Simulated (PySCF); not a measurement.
**Spin-rotation constants: SMILES Sc1cnno1, C₂H₂N₂OS**

Molfile (atoms numbered from 1):
```
C2H2N2OS
     RDKit          3D

  8  8  0  0  0  0  0  0  0  0999 V2000
    1.9666    0.5868   -0.4835 S   0  0  0  0  0  0  0  0  0  0  0  0
    0.3528    0.0825   -0.0912 C   0  0  0  0  0  0  0  0  0  0  0  0
   -0.7072    0.7595    0.4561 C   0  0  0  0  0  0  0  0  0  0  0  0
   -1.7267   -0.1421    0.5312 N   0  0  0  0  0  0  0  0  0  0  0  0
   -1.3903   -1.2600    0.0955 N   0  0  0  0  0  0  0  0  0  0  0  0
   -0.0340   -1.1601   -0.3253 O   0  0  0  0  0  0  0  0  0  0  0  0
    2.3478   -0.6283   -0.9322 H   0  0  0  0  0  0  0  0  0  0  0  0
   -0.8002    1.7892    0.7872 H   0  0  0  0  0  0  0  0  0  0  0  0
  1  2  1  0
  2  3  2  0
  3  4  1  0
  4  5  2  0
  5  6  1  0
  6  2  1  0
  1  7  1  0
  3  8  1  0
M  END
```

Theory: GIAO KT3/aug-pcSseg-1 magnetisability, rotational g tensor and spin-rotation constants, non-relativistic, gas phase in PySCF. Geometry: PBE0-D3(BJ)/def2-SVP.

Question: Give the nuclear spin-rotation constants along the inertial axes (H = +C I·J) beside the isotropic shieldings.

Answer: Rotational constants 10.0440, 2.1492, 1.7704 GHz. A star marks the isotopologue with that one atom substituted, in its own axes.
| atom | isotope | Caa (kHz) | Cbb (kHz) | Ccc (kHz) | mean (kHz) | σ (ppm) |
| --- | --- | --- | --- | --- | --- | --- |
| N4 | 14N | 2.382 | 0.548 | 0.122 | 1.017 | -99.3 |
| N5 | 14N | 2.522 | 0.511 | 0.273 | 1.102 | -161.9 |
| H7 | 1H | -1.093 | 0.102 | -0.194 | -0.395 | 26.8 |
| H8 | 1H | -1.028 | 0.219 | -0.186 | -0.332 | 24.6 |
| S1 | 33S* | 1.693 | 0.677 | 0.402 | 0.924 | 540.0 |
| C2 | 13C* | 4.772 | 0.813 | 0.336 | 1.974 | 33.1 |
| C3 | 13C* | 3.017 | 0.769 | 0.374 | 1.387 | 70.3 |
| O6 | 17O* | -4.086 | -1.302 | -0.551 | -1.980 | -143.2 |

For the geometry as given, no vibrational averaging.

Question: How do the rotational constants and the g tensor change when H7, H8 are replaced by deuterium?

Answer: Constants 8.8860, 2.1091, 1.7045 GHz; g -0.1105, -0.0421, 0.0000, against -0.1244, -0.0429, 0.0001 before.
